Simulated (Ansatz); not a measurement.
The parent structure is AlAs in the zinc blende structure (space group F-43m, No. 216).

```
AlAs
1.0
    0.00000     2.86406     2.86406
    2.86406     0.00000     2.86406
    2.86406     2.86406     0.00000
As Al
1 1
Direct
  0.75000   0.75000   0.75000
  0.00000   0.00000   0.00000
```

All numbers come from Kohn–Sham DFT with the PBE functional, run in Ansatz (a quantum-chemistry and plane-wave program) with PAW and 420 eV plane waves, spin-orbit coupling left out, earlier PAW set.

```csv
level,band gap,lattice parameter a
PBE,1.50 eV,5.728 Å
```

Measured: band gap 2.28 eV (static lattice; corrected from measurement; as listed in Wei Chen et al., Physical Review Materials (2018)); lattice parameter a 5.649 Å (static lattice; corrected from measurement; as listed in Daniel Mejia-Rodriguez, S. B. Trickey, Phys. Rev. B (2018)).

Computed minus measured — band gap: PBE -0.78 eV; lattice parameter a: PBE +1.4 %. A measured gap can be an optical one, lowered by exciton binding. Levels without spin-orbit coupling miss its lowering of the gap, often about a third of the valence-band splitting.

Stability against distortions was not tested.
